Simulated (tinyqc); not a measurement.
Orbital energy against energy difference: ionisation energy by orbital energies and by energy differences in the cc-pvdz basis, for H2O, spin multiplicity 1. Computed by the program tinyqc with PySCF. Command: `OMP_NUM_THREADS=1 python tinyqc.py 115153 115154 out.jsonl`; one thread of a shared host (Intel(R) Xeon(R) Processor @ 2.60GHz), about 10 s.

Geometry (angstrom):
```
atom,x,y,z
O,0.0000,0.0000,0.0000
H,0.0000,0.6990,0.6080
H,0.0000,-0.6990,0.6080
```

CCSD(T) difference in the same basis = 12.1456 eV

IP-EOM-CCSD = 11.9887 eV

The cation is unrestricted; errors are against CCSD(T) in this basis, not against experiment.

First vertical ionisation energy (eV):
```
method,-e(HOMO),E(cation) - E,error of -e(HOMO),error of the difference
HF,13.5440,10.939357,1.3984,-1.2063
LDA,6.3319,12.830781,-5.8137,0.6852
PBE,6.2336,12.478232,-5.9121,0.3326
B3LYP,7.9549,12.514143,-4.1907,0.3685
PBE0,8.3247,12.396030,-3.8209,0.2504
CAM-B3LYP,9.8518,12.508051,-2.2938,0.3624
LC-wPBE,11.3219,12.557178,-0.8237,0.4116
```

Koopmans errs by +1.40 eV and Delta-HF by -1.21 eV: relaxation, 2.60 eV, lowers the value and the missing correlation difference works against it. The PBE level is off by -5.9 eV through the wrong tail of its potential, though its energy difference is off by +0.33 eV; exact exchange deepens the level, and among the orbital energies LC-wPBE comes closest; among the differences PBE0 does.
